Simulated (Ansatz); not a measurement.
Working through vertical and adiabatic energies of changing the electron count of C3H3, SMILES [CH]1C=C1

Computed with the Ansatz DFT code, driven from Python.

Notebook, run cell by cell (the value of a cell's last expression is shown):

```python
import ansatz as az
from ase import Atoms
import numpy as np
```

```python
atoms = Atoms(["C", "C", "C", "H", "H", "H"], positions=[
    (-0.4468, -0.6715, 0.4475),
    (-0.4234, 0.6772, 0.068),
    (0.7883, -0.118, 0.0844),
    (-0.8384, -1.2856, -0.3894),
    (-0.9343, 1.6141, -0.1242),
    (1.8546, -0.2162, -0.0863),
])
c3h3 = az.Crystal.molecule_from_ase(atoms)
```

```python
job = c3h3.calculation()
job = job.basis(gaussian="cc-pVDZ").functional("r2scan", dispersion="d4")
job = job.spin("collinear", total=1)
symbols = [site.symbol for site in c3h3.cartesian_sites]
start = np.array([site.position_ang for site in c3h3.cartesian_sites], dtype=float)
summary = job.relax(force_tolerance=0.01).run(threads=1, backend="cpu").report
end = np.array(summary["positions_ang"])
```

```python
minimum = az.Crystal.molecule()
for symbol, place in zip(symbols, end):
    minimum = minimum.atom(symbol, place.tolist())
ion = (
    minimum.calculation()
    .basis(gaussian="cc-pVDZ")
    .functional("r2scan", dispersion="d4")
    .charge(1)
)
vertical = ion.run(threads=1, backend="cpu").report
settled = ion.relax(force_tolerance=0.01, max_steps=80).run(threads=1, backend="cpu").report
print(f"vertical ionisation energy   {vertical['free_energy_ev'] - summary['free_energy_ev']:.3f} eV")
print(f"adiabatic, no zero point     {settled['free_energy_ev'] - summary['free_energy_ev']:.3f} eV")
print(f"relaxation energy of the ion {vertical['free_energy_ev'] - settled['free_energy_ev']:.3f} eV")
ionised = np.array(settled["positions_ang"])
print("final positions (A) and the move of each atom")
for symbol, xyz, old in zip(symbols, ionised, end):
    print(f"{symbol:2s} {xyz[0]:10.5f} {xyz[1]:10.5f} {xyz[2]:10.5f}   {np.linalg.norm(xyz - old):7.4f}")
```

    vertical ionisation energy   7.443 eV
    adiabatic, no zero point     6.162 eV
    relaxation energy of the ion 1.281 eV
    final positions (A) and the move of each atom
    C    -0.43345   -0.66125   -0.03786    0.3665
    C    -0.35635    0.70671    0.01115    0.0440
    C     0.78979   -0.04548    0.02672    0.0440
    H    -1.03167   -1.57386   -0.09015    0.2334
    H    -0.84813    1.68209    0.02654    0.1127
    H     1.87981   -0.10821    0.06360    0.1127

Reading the output:
- The energies are electronic: no zero-point or thermal terms, and the basis set is short of its limit. The product may relax into another structure. The relaxation finds the nearest minimum, so the adiabatic value is an upper bound.
- The species is open-shell (spin multiplicity 2).
- Only the spin states typed were run; another state of an ion can lie lower, by up to an eV or two.
- Hardware and time: 80 s on 1 thread of Arm Neoverse N1, on a shared host, peak memory 0.23 GiB.
